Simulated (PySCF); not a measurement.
# OS2 (Disulfur monoxide): the cost of one run

Computed with PySCF 2.14.0, with density-fitted response routines of our own, on a single molecule in the gas phase. Atoms are numbered from 0 throughout.

## (1) The molecule as given

3 atoms, charge 0, multiplicity 1; geometry from: MMFF94s. The atoms were then displaced at random by about 0.03 Å, so the start is not that level's minimum.

Bonds of the start (Å): O0–S1 1.56, S1–S2 2.02.

## (2) Geometry optimisation at PBE0-D3(BJ)/def2-SVP

What the job is given:

```
{"job": {"xc": "PBE0", "basis": "def2-SVP", "d3": "d3bj", "grid": 1, "shake": 0.03, "kind": "geom"}, "charge": 0, "multiplicity": 1}
O     -1.400790     0.308670     0.012540
S     -0.199460    -0.682210    -0.006470
S      1.583840     0.276340    -0.025960
```

The run is started by

```
OMP_NUM_THREADS=1 python probes_run.py task.json out
```

This one command runs all jobs of the session in turn.

**Question.** How long does this first job take on 1 thread of AMD EPYC 7R43, shared host, and how much memory does it need?

About 7.7 s, with a peak of 0.25 GiB.
